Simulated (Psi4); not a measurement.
# CH3AlO (SMILES [CH3][Al]=[O]), run twice

Aim: a single-point energy of CH3AlO at CC2/2ZaPa-NR.

Program for the calculation: Psi4 1.11.

1 further run of the same task is left out (set aside as unsound or not needed).

## (1) The molecule

The species is CH3AlO (6 atoms), meant as a singlet with charge 0. SMILES: `[CH3][Al]=[O]`. Geometry: relaxed at PBE0-D4/def2-TZVP.

Bond lengths: C1–Al2 1.935 Å, Al2–O3 1.596 Å, C1–H4 1.092 Å, C1–H5 1.092 Å, C1–H6 1.092 Å. Angles: C1–Al2–O3 180.0°, Al2–C1–H4 110.5°, Al2–C1–H5 110.5°, Al2–C1–H6 110.5°, H4–C1–H5 108.4°, H4–C1–H6 108.4°, H5–C1–H6 108.4°.

## (2) The input as first written

The input, ch3alo.json:

```json
{
 "schema_name": "qcschema_input",
 "schema_version": 1,
 "molecule": {
  "schema_name": "qcschema_molecule",
  "schema_version": 2,
  "symbols": ["C", "Al", "O", "H", "H", "H"],
  "geometry": [-0.77951203, 0.94146156, -0.59601962, 1.31657219, -1.59001556, 1.00627916, 3.0456716, -3.67797396, 2.32833156, 0.12321014, 2.79509391, -0.49869872, -2.61462507, 1.05994738, 0.34166248, 0.50115537, 2.79509391, -0.49869872],
  "molecular_charge": 0,
  "molecular_multiplicity": 1
 },
 "driver": "energy",
 "model": {
  "method": "cc2",
  "basis": "2ZaPa-NR"
 },
 "keywords": {
  "reference": "rhf",
  "scf_type": "pk",
  "freeze_core": true
 }
}
```

On the command line:

```console
$ psi4 --qcschema ch3alo.json -n 1 --memory 1600MB
```

stdout:

```text
[...]
  Running in c1 symmetry.
[...]
  Nuclear repulsion =   86.050059553163507
[...]
  Multiplicity = 1
[...]
  Nalpha       = 15
  Nbeta        = 15
[...]
    Number of basis functions: 81
[...]
   @RHF iter   1:  -354.59891426523882   -8.61939e-01   9.84716e-03 ADIIS/DIIS
[...]
   @RHF iter  13:  -354.91403234804511   -8.86757e-12   7.19076e-09 DIIS
[...]
    Orbital Energies [Eh]
    ---------------------
    Doubly Occupied:
       1A    -58.481631     2A    -20.458782     3A    -11.312398
       4A     -4.903471     5A     -3.217492     6A     -3.216541
       7A     -3.213764     8A     -1.241692     9A     -1.153218
      10A     -0.798473    11A     -0.557263    12A     -0.446847
      13A     -0.401567    14A     -0.390606    15A     -0.383710
[...]
  @RHF Final Energy:  -354.91403234804511
   => Energetics <=
    Nuclear Repulsion Energy =             86.0500595531635071
    One-Electron Energy =                -661.5732747907193243
    Two-Electron Energy =                 220.6091828895107483
    Total Energy =                       -354.9140323480451116
[...]
 Multipole Moments:
 ------------------------------------------------------------------------------------
     Multipole            Electronic (a.u.)      Nuclear  (a.u.)        Total (a.u.)
 ------------------------------------------------------------------------------------
 L = 1.  Multiply by 2.5417464519 to convert [e a0] to [Debye]
 Dipole X            :          1.5458176           -2.8823030           -1.3364854
 Dipole Y            :         -3.1410471            5.5137060            2.3726589
 Dipole Z            :          1.1237902           -1.7887743           -0.6649841
 Magnitude           :                                                    2.8031959
[...]
      * MP2 total energy                      = -355.317709349521863
[...]
```

The result, in JSON:

```text
{
 "driver": "energy",
 "model": {
  "method": "cc2",
  "basis": "2ZaPa-NR"
 },
 "success": true,
 "return_result": -355.3345379946585,
 "properties": {
  "calcinfo_nbasis": 81,
  "calcinfo_nmo": 81,
  "calcinfo_nalpha": 15,
  "calcinfo_nbeta": 15,
  "calcinfo_natom": 6,
  "nuclear_repulsion_energy": 86.0500595531635,
  "return_energy": -355.3345379946585,
  "scf_one_electron_energy": -661.5732747907193,
  "scf_two_electron_energy": 220.60918288951075,
  "scf_dipole_moment": [-1.3364853545338509, 2.3726588924184564, -0.6649840977938624],
  "scf_total_energy": -354.9140323480451,
  "scf_iterations": 13,
  "mp2_same_spin_correlation_energy": -0.10009567867055874,
  "mp2_opposite_spin_correlation_energy": -0.3035813228040611,
  "mp2_singles_energy": -1.6135710495995693e-26,
  "mp2_doubles_energy": -0.4036770014746198,
  "mp2_correlation_energy": -0.4036770014746198,
  "mp2_total_energy": -355.31770934952186
 }
}
```

Wall time 13 s (1 thread of Intel Xeon 6975P-C (Granite Rapids), shared host); peak memory 0.51 GiB.

## (3) What went wrong

The program ended normally, but the settings are unsound, so its numbers aren't properties of the molecule.

Cause: two atoms lie on top of or far too near each other. As the program read them, the closest atoms are 0.20 Å apart, against 1.09 Å in the sound input.

## (4) Second attempt

The input, job.json:

```json
{
 "schema_name": "qcschema_input",
 "schema_version": 1,
 "molecule": {
  "schema_name": "qcschema_molecule",
  "schema_version": 2,
  "symbols": ["C", "Al", "O", "H", "H", "H"],
  "geometry": [-0.77951203, 0.94146156, -0.59601962, 1.31657219, -1.59001556, 1.00627916, 3.0456716, -3.67797396, 2.32833156, 0.12321014, 2.79509391, -0.49869872, -2.61462507, 1.05994738, 0.34166248, -1.09112786, 0.4712977, -2.58155486],
  "molecular_charge": 0,
  "molecular_multiplicity": 1
 },
 "driver": "energy",
 "model": {
  "method": "cc2",
  "basis": "2ZaPa-NR"
 },
 "keywords": {
  "reference": "rhf",
  "scf_type": "pk",
  "freeze_core": true
 }
}
```

On the command line:

```console
$ psi4 --qcschema job.json -n 1 --memory 1600MB
```

stdout:

```text
[...]
  Running in c1 symmetry.
[...]
  Nuclear repulsion =   83.909553097971084
[...]
  Multiplicity = 1
[...]
  Nalpha       = 15
  Nbeta        = 15
[...]
    Number of basis functions: 81
[...]
   @RHF iter   1:  -356.08877519182994   -9.63952e-01   9.93276e-03 DIIS/ADIIS
[...]
   @RHF iter  12:  -356.40015333274954   -2.21689e-12   2.56361e-09 DIIS
[...]
    Orbital Energies [Eh]
    ---------------------
    Doubly Occupied:
       1A    -58.477526     2A    -20.458442     3A    -11.258538
       4A     -4.900785     5A     -3.213972     6A     -3.213972
       7A     -3.210827     8A     -1.153143     9A     -0.976959
      10A     -0.597245    11A     -0.597215    12A     -0.522338
      13A     -0.434645    14A     -0.391375    15A     -0.391375
[...]
  @RHF Final Energy:  -356.40015333274954
   => Energetics <=
    Nuclear Repulsion Energy =             83.9095530979710844
    One-Electron Energy =                -661.0226970044094514
    Two-Electron Energy =                 220.7129905736888418
    Total Energy =                       -356.4001533327495395
[...]
 Multipole Moments:
 ------------------------------------------------------------------------------------
     Multipole            Electronic (a.u.)      Nuclear  (a.u.)        Total (a.u.)
 ------------------------------------------------------------------------------------
 L = 1.  Multiply by 2.5417464519 to convert [e a0] to [Debye]
 Dipole X            :          2.1133879           -3.6445458           -1.5311579
 Dipole Y            :         -2.5524119            4.4012802            1.8488683
 Dipole Z            :          1.6151313           -2.7858595           -1.1707282
 Magnitude           :                                                    2.6708357
[...]
      * MP2 total energy                      = -356.814453987535614
[...]
```

The result, in JSON:

```text
{
 "driver": "energy",
 "model": {
  "method": "cc2",
  "basis": "2ZaPa-NR"
 },
 "success": true,
 "return_result": -356.83043688840377,
 "properties": {
  "calcinfo_nbasis": 81,
  "calcinfo_nmo": 81,
  "calcinfo_nalpha": 15,
  "calcinfo_nbeta": 15,
  "calcinfo_natom": 6,
  "nuclear_repulsion_energy": 83.90955309797108,
  "return_energy": -356.83043688840377,
  "scf_one_electron_energy": -661.0226970044095,
  "scf_two_electron_energy": 220.71299057368884,
  "scf_dipole_moment": [-1.5311578889795086, 1.8488683427944013, -1.170728203486187],
  "scf_total_energy": -356.40015333274954,
  "scf_iterations": 12,
  "mp2_same_spin_correlation_energy": -0.1036390213451544,
  "mp2_opposite_spin_correlation_energy": -0.31066163344073017,
  "mp2_singles_energy": -3.1379790919226255e-27,
  "mp2_doubles_energy": -0.41430065478588457,
  "mp2_correlation_energy": -0.41430065478588457,
  "mp2_total_energy": -356.8144539875356
 }
}
```

It took 13 s on 1 thread of Intel Xeon 6975P-C (Granite Rapids), shared host; peak memory 0.51 GiB.

## (5) What came out

At CC2/2ZaPa-NR:

| quantity | value |
| --- | --- |
| ground-state or mean-field energy | -356.83044 Eh |
| HOMO energy (Hartree–Fock orbitals) | -10.65 eV |
| LUMO energy (Hartree–Fock orbitals) | 0.24 eV |
| HOMO–LUMO gap (Hartree–Fock orbitals) | 10.89 eV |
| correlation energy (7 core orbitals frozen) | -430.3 mEh |
| T1 diagnostic | 0.042 |

**Reading.** The first attempt's energy was +40.705 eV off this one. The T1 diagnostic of 0.042 is above the customary mark for such species, so a single reference may not serve.
